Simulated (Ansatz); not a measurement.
# CH₄OSi (SMILES C1O[SiH2]1): functionals against CCSD(T) at one geometry

An exercise on one series of results from a longer session: the logs are not shown, and one member is left open.

The runs use Ansatz 0.2.0, Gaussian basis; single points in def2-TZVPP.

Correlated methods freeze the cores.

### The starting structure

SMILES `C1O[SiH2]1`, 7 atoms, charge 0, spin multiplicity 1.

Atoms are counted from 1 here; the program's logs count them from 0.

Bond lengths: C1–O2 1.470 Å, C1–Si3 1.813 Å, C1–H4 1.086 Å, C1–H5 1.099 Å, O2–Si3 1.733 Å, Si3–H6 1.435 Å, Si3–H7 1.443 Å. Angles: O2–C1–Si3 62.7°, O2–C1–H4 112.2°, O2–C1–H5 114.8°, Si3–C1–H4 112.3°, Si3–C1–H5 128.1°, H4–C1–H5 115.0°, C1–O2–Si3 68.4°, C1–Si3–O2 48.9°, C1–Si3–H6 120.4°, C1–Si3–H7 124.1°, O2–Si3–H6 127.3°, O2–Si3–H7 117.1°, H6–Si3–H7 108.4°.

As a file:

```
C    -0.5578   -0.2508   -0.6588
O    -0.0311   -1.1896    0.3423
Si    0.5528    0.4199    0.6070
H    -1.5966    0.0055   -0.4740
H    -0.3221   -0.5086   -1.7013
H     0.0708    1.3727    1.5651
H     1.9627    0.6498    0.4061
```

The first run:

Contents of run/in.yaml:

```yaml
crystal:
  periodic: [false, false, false]
  atoms:
    - {symbol: C, position_ang: [-0.557816, -0.250806, -0.658825]}
    - {symbol: O, position_ang: [-0.031126, -1.189609, 0.342323]}
    - {symbol: Si, position_ang: [0.552805, 0.419940, 0.607005]}
    - {symbol: H, position_ang: [-1.596586, 0.005505, -0.473975]}
    - {symbol: H, position_ang: [-0.322110, -0.508645, -1.701297]}
    - {symbol: H, position_ang: [0.070826, 1.372657, 1.565079]}
    - {symbol: H, position_ang: [1.962738, 0.649800, 0.406118]}
basis:
  gaussian: {orbitals: def2-TZVPP}
hamiltonian: {xc: pbe, dispersion: d4}
output: {forces: true}
```

Started as:

```bash
ansatz run in.yaml --threads 2 --pin off --events-out ev --progress --plain --max-ram 3481MiB
```

Among the steps run: PBE-D4/def2-TZVPP; r2SCAN-D4/def2-TZVPP; PBE0-D4/def2-TZVPP; wB97M-V/def2-TZVPP; CCSD(T)/def2-TZVPP.

One table of the session follows, with a row left open; its other results are not shown here.

```
   method  RMS force component (eV/Å)  angle to CCSD(T) forces (°)  dipole (D)
   PBE-D4                       0.570                         16.6        1.73
r2SCAN-D4                       0.641                          8.9        1.82
  PBE0-D4                       0.691                         17.8        1.94
  wB97M-V                           ?                            ?           ?
  CCSD(T)                       0.619                    reference        1.95
```

**Question.** Estimate the row for wB97M-V.

As computed: RMS force component (eV/Å): 0.653; angle to CCSD(T) forces (°): 11.6; dipole (D): 2.03. In the column «RMS force component (eV/Å)» it lies between r2SCAN-D4 (0.641) and PBE0-D4 (0.691).

To keep in mind: CCSD(T) in triple zeta still lacks some correlation energy of the bonds, so part of these gaps is its own basis error and they don't rank the functionals.
